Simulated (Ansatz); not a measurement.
Molecular dynamics, step by step

C$_{2}$H$_{6}$O, singlet, CAM-B3LYP-D4/def2-TZVP (Ansatz 0.2.0). Settings (timestep in fs, temperature in K; T counts 21 degrees of freedom):

```yaml
hamiltonian: {xc: {name: CAM-B3LYP}, dispersion: d4}
md: {n_steps: 80, timestep: 1.0, temperature: 500, ensemble: nvt_nose_hoover, seed: 258, initial_velocities: maxwell_boltzmann}
```

Start:

C1  (-0.511, -0.705, -0.632)
C2  (0.080, 0.632, -0.939)
O3  (0.666, 1.320, -0.149)
H4  (-1.584, -0.687, -0.850)
H5  (-0.344, -0.979, 0.409)
H6  (-0.072, -1.457, -1.296)
H7  (-0.055, 0.978, -1.987)
H8  (0.913, 0.305, 3.067)
H9  (0.906, 0.593, 2.377)
(Å)

```
step  time (fs)  potential energy less the start (meV)  kinetic energy (meV)  T (K)
   0       0.00                                    0.0                 452.4    500
   5       5.00                                  156.6                 301.8    334
  10      10.00                                  127.5                 332.5    367
  15      15.00                                  172.8                 284.1    314
  20      20.00                                  260.1                 205.6    227
  25      25.00                                  173.1                 292.8    324
  30      30.00                                  284.6                 185.2    205
  35      35.00                                  200.5                 276.7    306
  40      40.00                                  322.9                 158.1    175
  45      45.00                                  247.4                 235.8    261
  50      50.00                                  286.4                 205.9    228
  55      55.00                                  265.3                 229.0    253
  60      60.00                                  159.0                 341.1    377
  65      65.00                                  243.5                 266.9    295
  70      70.00                                  143.3                 373.1    412
  75      75.00                                  189.9                 335.8    371
  80      80.00                                  215.1                 326.1    360
```

Step 25, positions (Å) and forces (eV/Å):

```json
{"atom": "C1", "x": "-0.476", "y": "-0.682", "z": "-0.609", "Fx": "0.919", "Fy": "-1.453", "Fz": "-1.374"}
{"atom": "C2", "x": "0.118", "y": "0.621", "z": "-0.967", "Fx": "-0.020", "Fy": "0.239", "Fz": "0.745"}
{"atom": "O3", "x": "0.631", "y": "1.301", "z": "-0.118", "Fx": "0.237", "Fy": "0.386", "Fz": "-0.677"}
{"atom": "H4", "x": "-1.431", "y": "-0.527", "z": "-0.206", "Fx": "-1.587", "Fy": "0.322", "Fz": "0.515"}
{"atom": "H5", "x": "0.093", "y": "-1.198", "z": "0.150", "Fx": "0.336", "Fy": "0.039", "Fz": "0.258"}
{"atom": "H6", "x": "-0.574", "y": "-1.356", "z": "-1.480", "Fx": "-0.035", "Fy": "0.351", "Fz": "0.322"}
{"atom": "H7", "x": "-0.003", "y": "0.956", "z": "-2.017", "Fx": "0.176", "Fy": "0.150", "Fz": "0.080"}
{"atom": "H8", "x": "0.456", "y": "0.382", "z": "2.716", "Fx": "0.719", "Fy": "0.343", "Fz": "-0.724"}
{"atom": "H9", "x": "0.913", "y": "0.641", "z": "2.136", "Fx": "-0.746", "Fy": "-0.377", "Fz": "0.855"}
```

Step 60, positions (Å) and forces (eV/Å):

```tsv
atom	x	y	z	Fx	Fy	Fz
C1	-0.482	-0.715	-0.603	-0.307	0.005	2.100
C2	0.136	0.596	-0.934	0.732	0.852	-0.189
O3	0.661	1.358	-0.162	-0.403	-0.394	-0.009
H4	-1.011	-0.712	0.426	0.922	0.073	-1.681
H5	0.336	-1.453	-0.554	-0.364	0.116	-0.092
H6	-1.172	-0.968	-1.380	-0.446	-0.448	-0.392
H7	0.172	0.860	-2.020	-0.164	-0.211	0.203
H8	0.330	0.321	2.869	-0.173	0.269	-0.590
H9	0.195	0.630	2.178	0.202	-0.262	0.648
```

Step 75, positions (Å) and forces (eV/Å):

| atom | x | y | z | Fx | Fy | Fz |
| --- | --- | --- | --- | --- | --- | --- |
| C1 | -0.456 | -0.673 | -0.581 | -0.718 | -1.782 | -0.587 |
| C2 | 0.166 | 0.604 | -1.001 | -0.006 | 0.104 | 1.070 |
| O3 | 0.637 | 1.334 | -0.151 | -0.260 | -0.144 | -1.593 |
| H4 | -0.559 | -0.718 | 0.489 | -0.056 | 0.161 | 0.418 |
| H5 | 0.215 | -1.517 | -0.852 | -0.159 | 0.471 | -0.035 |
| H6 | -1.441 | -0.965 | -1.042 | 0.886 | 0.705 | 0.160 |
| H7 | 0.175 | 0.771 | -2.109 | 0.291 | 0.470 | 0.529 |
| H8 | 0.214 | 0.268 | 3.020 | -0.346 | 0.414 | -0.711 |
| H9 | -0.043 | 0.628 | 2.384 | 0.369 | -0.400 | 0.749 |

Last step (80):

C1  (-0.453, -0.680, -0.580)
C2  (0.179, 0.610, -1.013)
O3  (0.629, 1.334, -0.160)
H4  (-0.424, -0.806, 0.525)
H5  (0.105, -1.538, -0.927)
H6  (-1.452, -0.866, -0.896)
H7  (0.196, 0.808, -2.089)
H8  (0.139, 0.263, 3.059)
H9  (-0.077, 0.621, 2.490)
(Å)

Hardware: 2 CPU threads of an Intel Xeon Platinum 8559C, shared host. Wall time about 2.1 min.
